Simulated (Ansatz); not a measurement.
**C₂H₅N (SMILES C=CN): single points off equilibrium**

Aim: energy, forces and dipole at a structure displaced at random from a GFN2-xTB minimum, from CCSD(T) and from density functionals.

Computed with Ansatz 0.2.0, Gaussian basis. Level: single points in def2-TZVPP.

Correlated methods freeze the cores.

## 1. Where the work starts

SMILES `C=CN`, 8 atoms, charge 0, spin multiplicity 1.

Atoms are counted from 1 here; the program's logs count them from 0.

Bond lengths: C1–C2 1.322 Å, C1–H4 1.079 Å, C1–H5 1.073 Å, C2–N3 1.388 Å, C2–H6 1.101 Å, N3–H7 1.010 Å, N3–H8 1.019 Å. Angles: C2–C1–H4 121.8°, C2–C1–H5 120.3°, H4–C1–H5 117.9°, C1–C2–N3 126.2°, C1–C2–H6 120.5°, N3–C2–H6 113.2°, C2–N3–H7 113.9°, C2–N3–H8 117.2°, H7–N3–H8 112.4°.

Coordinates:

```xyz
8

C    -0.93160    0.42760   -0.56250
C     0.17260    0.38740    0.16350
N     0.78990   -0.75510    0.65330
H    -1.41600   -0.47180   -0.90950
H    -1.37770    1.36910   -0.81860
H     0.66280    1.31860    0.48840
H     0.47990   -1.60890    0.21100
H     1.80160   -0.72420    0.77030
```

## 2. CCSD(T)/def2-TZVPP

run/in.yaml reads:

```yaml
crystal:
  periodic: [false, false, false]
  atoms:
    - {symbol: C, position_ang: [-0.931600, 0.427600, -0.562500]}
    - {symbol: C, position_ang: [0.172600, 0.387400, 0.163500]}
    - {symbol: N, position_ang: [0.789900, -0.755100, 0.653300]}
    - {symbol: H, position_ang: [-1.416000, -0.471800, -0.909500]}
    - {symbol: H, position_ang: [-1.377700, 1.369100, -0.818600]}
    - {symbol: H, position_ang: [0.662800, 1.318600, 0.488400]}
    - {symbol: H, position_ang: [0.479900, -1.608900, 0.211000]}
    - {symbol: H, position_ang: [1.801600, -0.724200, 0.770300]}
basis:
  gaussian: {orbitals: def2-TZVPP}
correlation: {method: ccsd_t}
output: {forces: true}
```

No record of the launch command was kept for these runs.

## 3. PBE0-D4/def2-TZVPP

Edit run/in.yaml of step 2 so:

```diff
@@ -13,3 +13,3 @@
   gaussian: {orbitals: def2-TZVPP}
-correlation: {method: ccsd_t}
-output: {forces: true}
+hamiltonian: {xc: pbe0, dispersion: d4}
+output: {forces: true, orbitals: {seedname: orbitals}}
```

## 4. wB97M-V/def2-TZVPP

Edit run/in.yaml of step 3 so:

```diff
@@ -13,3 +13,3 @@
   gaussian: {orbitals: def2-TZVPP}
-hamiltonian: {xc: pbe0, dispersion: d4}
-output: {forces: true, orbitals: {seedname: orbitals}}
+hamiltonian: {xc: {name: wB97M-V}}
+output: {forces: true}
```

## 5. r2SCAN-D4/def2-TZVPP

Edit run/in.yaml of step 4 so:

```diff
@@ -13,3 +13,3 @@
   gaussian: {orbitals: def2-TZVPP}
-hamiltonian: {xc: {name: wB97M-V}}
+hamiltonian: {xc: r2scan, dispersion: d4}
 output: {forces: true}
```

## 6. PBE-D4/def2-TZVPP

Edit run/in.yaml of step 5 so:

```diff
@@ -13,3 +13,3 @@
   gaussian: {orbitals: def2-TZVPP}
-hamiltonian: {xc: r2scan, dispersion: d4}
+hamiltonian: {xc: pbe, dispersion: d4}
 output: {forces: true}
```

## 7. BLYP-D4/def2-TZVPP

Edit run/in.yaml of step 6 so:

```diff
@@ -13,3 +13,3 @@
   gaussian: {orbitals: def2-TZVPP}
-hamiltonian: {xc: pbe, dispersion: d4}
+hamiltonian: {xc: {name: BLYP}, dispersion: d4}
 output: {forces: true}
```

## 8. r2SCAN0-D4/def2-TZVPP

Edit run/in.yaml of step 7 so:

```diff
@@ -13,3 +13,3 @@
   gaussian: {orbitals: def2-TZVPP}
-hamiltonian: {xc: {name: BLYP}, dispersion: d4}
+hamiltonian: {xc: {name: r2SCAN0}, dispersion: d4}
 output: {forces: true}
```

(Steps that only read results are left out.)

Before running it: what results should come out? Wanted: energy less free atoms, CCSD(T)/def2-TZVPP; RMS force component; RMS force error; HOMO and LUMO, PBE0-D4; T1 diagnostic.

As calculated:

| quantity | value |
| --- | --- |
| energy less free atoms, CCSD(T)/def2-TZVPP | -2995.0 kJ/mol |
| RMS force component | 0.307 to 0.452 eV/Å over the methods |
| RMS force error | PBE0-D4 0.220, wB97M-V 0.196, r2SCAN-D4 0.164, PBE-D4 0.215, BLYP-D4 0.157, r2SCAN0-D4 0.248 eV/Å |
| HOMO and LUMO, PBE0-D4 | -6.06 and 1.02 eV |
| T1 diagnostic | 0.011 |

What this shows: Against CCSD(T) the functionals' energies less atoms differ by -176.5 to -39.4 kJ/mol, PBE-D4 by -176.5 kJ/mol. CCSD(T) in triple zeta still lacks some correlation energy of the bonds, so part of these gaps is its own basis error and they don't rank the functionals. For forces BLYP-D4 does best and r2SCAN0-D4 worst. Frozen-core CCSD(T) forces in triple zeta carry basis errors of their own, and this is one geometry, so small gaps rank nothing.
